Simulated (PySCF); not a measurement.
A run for PySCF: D3(BJ) and D4 dispersion corrections on FCH3Fts, charge -1. Charge -1.

```python
from pyscf import gto
from pyscf.dispersion import dftd3, dftd4

mol = gto.M(
    atom='''
    F     0.00309800   -0.01889200   -0.01545600
    C    -0.00014900   -0.00014000    1.80785700
    H     1.06944900    0.00170800    1.80976100
    H    -0.53660700    0.92513300    1.79693500
    H    -0.53260100   -0.92778300    1.81705800
    F    -0.00319100    0.01997400    3.63184500
    ''',
    basis='def2-svp',
    charge=-1, spin=0, verbose=0, max_memory=1800)
d3, d4 = {}, {}
for xc in ['hf', 'pbe', 'blyp', 'revpbe', 'tpss', 'r2scan', 'b3lyp', 'pbe0', 'bhlyp', 'camb3lyp', 'b2plyp']:
    d3[xc] = float(dftd3.DFTD3Dispersion(mol, xc=xc, version='d3bj', atm=False).get_dispersion()['energy'])
    print(f'D3(BJ) {xc:10s} {d3[xc]:14.8f} Eh')
for xc in ['hf', 'pbe', 'blyp', 'revpbe', 'tpss', 'r2scan', 'b3lyp', 'pbe0', 'bhlyp', 'camb3lyp', 'b2plyp']:
    d4[xc] = float(dftd4.DFTD4Dispersion(mol, xc={'camb3lyp': 'cam-b3lyp'}.get(xc, xc), atm=True).get_dispersion()['energy'])
    print(f'D4     {xc:10s} {d4[xc]:14.8f} Eh')
```

The log:

```
D3(BJ) hf            -0.01928112 Eh
D3(BJ) pbe           -0.00194510 Eh
D3(BJ) blyp          -0.00396227 Eh
D3(BJ) revpbe        -0.00548729 Eh
D3(BJ) tpss          -0.00232801 Eh
D3(BJ) r2scan        -0.00048557 Eh
D3(BJ) b3lyp         -0.00317979 Eh
D3(BJ) pbe0          -0.00155148 Eh
D3(BJ) bhlyp         -0.00232256 Eh
D3(BJ) camb3lyp      -0.00124683 Eh
D3(BJ) b2plyp        -0.00134496 Eh
D4     hf            -0.00904481 Eh
D4     pbe           -0.00204093 Eh
D4     blyp          -0.00476926 Eh
D4     revpbe        -0.00853815 Eh
D4     tpss          -0.00277340 Eh
D4     r2scan        -0.00050856 Eh
D4     b3lyp         -0.00323473 Eh
D4     pbe0          -0.00166692 Eh
D4     bhlyp         -0.00203046 Eh
D4     camb3lyp      -0.00162088 Eh
D4     b2plyp        -0.00140943 Eh
```

The run finished.

Cost: around 0.020 core-seconds (rough).
